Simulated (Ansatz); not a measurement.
1T (CdI2-type) PtS2, treated with LDA (Ansatz, an electronic-structure program, plane waves, PAW).

Run with plane-wave cutoff 520 eV, 12×12×8 k mesh (along the axes of the cell as run), scalar-relativistic PAW data made under PBE.

Cell (measured lattice):

```cif
data_PtS2
_chemical_formula_sum 'Pt1 S2'
_space_group_name_H-M_alt 'P-3m1'
_space_group_IT_number 164
_space_group_name_Hall '-P 3 2"'
_cell_length_a 3.54200
_cell_length_b 3.54200
_cell_length_c 5.04300
_cell_angle_alpha 90.000
_cell_angle_beta 90.000
_cell_angle_gamma 120.000
loop_
_atom_site_label
_atom_site_type_symbol
_atom_site_symmetry_multiplicity
_atom_site_Wyckoff_symbol
_atom_site_fract_x
_atom_site_fract_y
_atom_site_fract_z
_atom_site_occupancy
Pt1 Pt 1 a 0.00000 0.00000 0.00000 1
S1 S 2 d 0.33333 0.66667 0.23878 1
```

Q: What does this level give for the polycrystal shear modulus (Hill average), Voigt–Reuss–Hill bulk modulus, elastic constant C13, elastic constant C11, elastic constant C12, elastic constant C33, elastic constant C44 and elastic constant C66?

A: 
* **polycrystal shear modulus (Hill average)**: 24.5 GPa
* **Voigt–Reuss–Hill bulk modulus**: 33.9 GPa
* **elastic constant C13**: 15.3 GPa
* **elastic constant C11**: 202 GPa
* **elastic constant C12**: 60.2 GPa
* **elastic constant C33**: 3.66 GPa
* **elastic constant C44**: 20.8 GPa
* **elastic constant C66**: 71.0 GPa

Note: the cell isn't this level's own, so it is under some stress, which shifts stiffness and frequencies.

Elastic constants are with the ions relaxed.

Spin–orbit coupling is not included.

Computed values are for the static lattice.

The result took very roughly 13 core-minutes.
